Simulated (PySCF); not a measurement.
Simulated outer-valence photoelectron spectrum of `ClC=C(Cl)Cl`. Method: EOM-IP-CCSD/aug-cc-pVDZ in PySCF, restricted Hartree–Fock reference, frozen core, non-relativistic, gas phase, PBE0-D3(BJ)/def2-SVP geometry.

Each root has a Gaussian of 0.6 eV full width with its one-hole share as area; cross sections and vibrations are left out, and the highest printed point is 100.

ionisation energy (eV), intensity and a bar:
```
      8.8          1 
      9.0          5 ##
      9.2         20 ######
      9.4         40 ############
      9.6         44 #############
      9.8         26 ########
     10.0          8 ##
     10.2          1 
     10.4          0 
     10.6          0 
     10.8          0 
     11.0          4 #
     11.2         16 #####
     11.4         38 ###########
     11.6         54 ################
     11.8         65 ###################
     12.0         86 ##########################
     12.2        100 ##############################
     12.4         96 #############################
     12.6         90 ###########################
     12.8         81 ########################
     13.0         55 ################
     13.2         24 #######
     13.4          6 ##
     13.6          1 
     13.8          1 
     14.0          8 ##
     14.2         28 ########
     14.4         61 ##################
     14.6         79 ########################
     14.8         64 ###################
     15.0         31 #########
     15.2          9 ###
     15.4          1 
     15.6          0
```

Where are the maxima, and how many lines lie under the curve?

3 maxima, at 9.5, 12.2 and 14.6 eV, from 8 lines. At this width some lines have no maximum of their own.

List the lines with their holes.

```tsv
E (eV)	leading hole (HF orbital)	area	Koopmans (eV)
9.53	HOMO	0.96	9.97
11.57	HOMO-1	0.95	12.57
12.08	HOMO-2	0.95	13.13
12.23	HOMO-3	0.95	13.28
12.61	HOMO-4	0.95	13.69
12.88	HOMO-5	0.94	13.94
14.49	HOMO-6	0.95	15.53
14.73	HOMO-7	0.93	16.10
```

The widest gap, 2.04 eV, lies between 9.53 and 11.57 eV. Only orbitals with −ε under 21 eV, eight at most, were ionised, so the high end of the curve may lack lines.
